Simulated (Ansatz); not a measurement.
# Relaxing YSc2Pt2

These are results of DFT PBE, scalar-relativistic, plane waves, PAW (Ansatz), not measurements. Cutoff 420 eV, Γ-centred k mesh, Gaussian smearing, no spin polarisation in the final step.

YSc2Pt2 was placed on the ThCr2Si2 structure type (I4/mmm, No. 139), with Y in place of Th, Pt in place of Cr, Sc in place of Si, at a guessed volume.

```
CELL_PARAMETERS angstrom
-2.07538 2.07538 5.44530
2.07538 -2.07538 5.44530
2.07538 2.07538 -5.44530
ATOMIC_POSITIONS crystal
Y 0.00000 0.00000 0.00000
Sc 0.62600 0.62600 0.00000
Sc 0.37400 0.37400 0.00000
Pt 0.25000 0.75000 0.50000
Pt 0.75000 0.25000 0.50000
```

Cell and atoms relax at zero pressure; the relaxation can't lower the symmetry of the start. After a coarse first stage the cell is made exact in the group found at 0.06 Å.

Formation energies are uncorrected and refer to the elements' standard structures at the same level.

Question: What does it relax into?

Answer: It keeps I4/mmm (No. 139). The result still has the ThCr2Si2 structure. Conventional cell: a = 4.931 Å, c = 9.674 Å. Y is coordinated by 2 Sc at 3.31 Å, 8 Pt at 3.45 Å and 8 Sc at 3.81 Å; around Sc lie 4 Pt at 2.62 Å (next Sc at 3.05 Å); Pt is coordinated by 4 Sc at 2.62 Å.

```cif
data_structure
_symmetry_space_group_name_H-M 'I4/mmm'
_symmetry_Int_Tables_number 139
_cell_length_a 4.9308
_cell_length_b 4.9308
_cell_length_c 9.6736
_cell_angle_alpha 90.000
_cell_angle_beta 90.000
_cell_angle_gamma 90.000
_cell_volume 235.20
loop_
_atom_site_label
_atom_site_type_symbol
_atom_site_symmetry_multiplicity
_atom_site_Wyckoff_symbol
_atom_site_fract_x
_atom_site_fract_y
_atom_site_fract_z
_atom_site_occupancy
Y1 Y 2 a 0.00000 0.00000 0.00000 1
Sc1 Sc 4 e 0.50000 0.50000 0.15784 1
Pt1 Pt 4 d 0.50000 0.00000 0.25000 1
```

Question: What are its volume, energy, density and gap?

Answer: The volume per atom is 23.52 Å³ and the density is 8.03 g/cm³. The energy over the elements is -0.66 eV/atom and the gap on the 12×12×12 mesh is 0 eV (a metal).

The final run used a 12×12×12 mesh on its 5-atom cell and 0.10 eV smearing. The k mesh leaves about 4 meV/atom of noise in metals. Spin–orbit coupling is left out. A structure relaxed within its symmetry needn't be a true minimum.

Cost: 3 runs of about 5.3 core-minutes in all, on Arm Neoverse V2 (shared hosts).